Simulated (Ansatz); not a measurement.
# CO (singlet): wave-function methods side by side, cc-pVQZ

The task here is to estimate one member of a computed series from the others.

Program: Ansatz 0.2.0, Gaussian basis. Level of theory: cc-pVQZ, core rule «outside noble gas», up to 2 orbitals frozen. These are calculated values, not measurements.

To be run: UHF; CCSD(T) on RHF; BCCD(T) on RHF; CISD; CCSDT(Q) on RHF; CASSCF and MRCISD+Q, 10 electrons in 8 orbitals; CASSCF and NEVPT2, 10 electrons in 8 orbitals.

9 further runs of the same task are left out: 9 set aside as unsound or not needed.

## The geometry

The geometry is an MP2(full)/6-31G* stationary point (not a proven minimum).

2 atoms, charge 0, spin multiplicity 1.

Atoms are counted from 1 here; the program's logs count them from 0.

Bond lengths: O1–C2 1.150 Å.

Set-up of the first run:

Contents of in.yaml:

```yaml
crystal:
  periodic: [false, false, false]
  atoms:
    - {symbol: O, position_ang: [0.000000, 0.000000, 0.000000]}
    - {symbol: C, position_ang: [0.000000, 0.000000, 1.150340]}
basis:
  gaussian: {orbitals: cc-pVQZ}
magnetization: {spin_polarized: true, initial_magnetization: 0}
hamiltonian: {xc: hf}
output: {orbitals: {seedname: orbitals}}
```

Run with:

```console
> ansatz run in.yaml --threads 1 --pin off --events-out ev --progress --plain --max-ram 3956MiB --backend cpu
```

Among the steps run: UHF; CCSD(T) on RHF; BCCD(T) on RHF; CISD; CCSDT(Q) on RHF; CASSCF and MRCISD+Q, 10 electrons in 8 orbitals; CASSCF and NEVPT2, 10 electrons in 8 orbitals.

One of the session's tables, all rows but one given; the rest of the session is left out.

It belongs to the step «Misses and costs». 

```
          method  from RCCSDT(Q) (meV)
             RHF              +10981.4
            RMP2                +518.5
            CISD               +1254.5
           RCCSD                +558.3
        RCCSD(T)                 +35.2
         BCCD(T)                 +31.0
          RCCSDT                 +35.6
       RCCSDT(Q)                     0
  CASSCF valence               +7312.8
  NEVPT2 valence               +1216.0
  MRCISD valence                     ?
MRCISD+Q valence                 +95.8
```

Q: Estimate the row for MRCISD valence from the others.

The run gave: from RCCSDT(Q) (meV): +484.8. In the column «from RCCSDT(Q) (meV)» it lies between MRCISD+Q valence (+95.8) and RMP2 (+518.5).

With the free atoms at the same levels and basis (separate runs), the atomisation energy is 11.087 eV at RCCSDT(Q), 11.077 eV at RCCSD(T), 7.464 eV at RHF.
